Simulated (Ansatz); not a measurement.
# BSiH₅ (singlet): from Hartree-Fock to the top rungs at distance B1–H4 along a hydrogen transfer = 1.252 Å, cc-pVDZ

An exercise on one series of results from a longer session: the logs are not shown, and one member is left open.

Method: cc-pVDZ, core rule «outside noble gas», up to 6 orbitals frozen; program: Ansatz 0.2.0, Gaussian basis.

To be run: UHF; CCSD(T) on RHF; CCSD(T) on UHF; BCCD(T) on RHF; CISD; CCSDT(Q) on RHF; CCSDT(Q) on UHF; CASSCF and NEVPT2, 2 electrons in 2 orbitals; CASSCF and NEVPT2, 8 electrons in 8 orbitals.

11 further runs of the same task are left out: 1 for a mislabelled method, 9 that didn't finish, 1 set aside as unsound or not needed.

## The system

The geometry derives from fragments relaxed apart (PBE0/def2-TZVP) and kept rigid, so it is no stationary point. A hydrogen atom is moved between rigid fragments.

7 atoms, charge 0, spin multiplicity 1.

Atoms are counted from 1 here; the program's logs count them from 0.

Bond lengths: B1–H2 1.193 Å, B1–H3 1.193 Å, B1–H4 1.252 Å, Si5–H6 1.526 Å, Si5–H7 1.526 Å. Angles: H2–B1–H3 120.0°, H2–B1–H4 120.0°, H3–B1–H4 120.0°, H6–Si5–H7 91.2°.

Set-up of the first run:

File in.yaml:

```yaml
crystal:
  periodic: [false, false, false]
  atoms:
    - {symbol: B, position_ang: [-2.114238, 0.040114, 0.000000]}
    - {symbol: H, position_ang: [-2.710971, 1.073685, 0.000000]}
    - {symbol: H, position_ang: [-2.710971, -0.993457, 0.000000]}
    - {symbol: H, position_ang: [-0.862238, 0.040114, 0.000000]}
    - {symbol: Si, position_ang: [0.928762, 0.040114, 0.000000]}
    - {symbol: H, position_ang: [1.540942, -0.834170, 1.090012]}
    - {symbol: H, position_ang: [1.540942, -0.834170, -1.090012]}
basis:
  gaussian: {orbitals: cc-pVDZ}
magnetization: {spin_polarized: true, initial_magnetization: 0}
hamiltonian: {xc: hf}
output: {orbitals: {seedname: orbitals}}
```

On the command line:

```
ansatz run in.yaml --threads 1 --pin off --events-out ev --progress --plain --max-ram 2393MiB
```

Among the steps run: UHF; CCSD(T) on RHF; CCSD(T) on UHF; BCCD(T) on RHF; CISD; CCSDT(Q) on RHF; CCSDT(Q) on UHF; CASSCF and NEVPT2, 2 electrons in 2 orbitals; CASSCF and NEVPT2, 8 electrons in 8 orbitals.

One table of the session follows, with a row left open; its other results are not shown here.

It belongs to the step «Misses and costs». 

| method | from RCCSDT(Q) (kJ/mol) |
| --- | --- |
| RHF | +650.0 |
| UHF | +649.0 |
| RMP2 | ? |
| CISD | +75.2 |
| RCCSD | +17.7 |
| RCCSD(T) | +3.7 |
| BCCD(T) | +3.7 |
| RCCSDT | +0.6 |
| RCCSDT(Q) | 0 |
| CASSCF pair | +610.6 |
| NEVPT2 pair | +146.7 |
| CASSCF frontier | +485.6 |
| NEVPT2 frontier | +132.3 |

**Question.** Estimate the row for RMP2.

As computed: from RCCSDT(Q) (kJ/mol): +148.8. In the column «from RCCSDT(Q) (kJ/mol)» it lies between NEVPT2 pair (+146.7) and CASSCF frontier (+485.6).

Not comparable, so not listed: CCSD(T) on UHF; CCSDT(Q) on UHF (they don't share determinant, frozen orbitals or solution with the rows shown, or repeat one).

Limits of these values: Warnings: restricted reference is unstable; spin contamination.
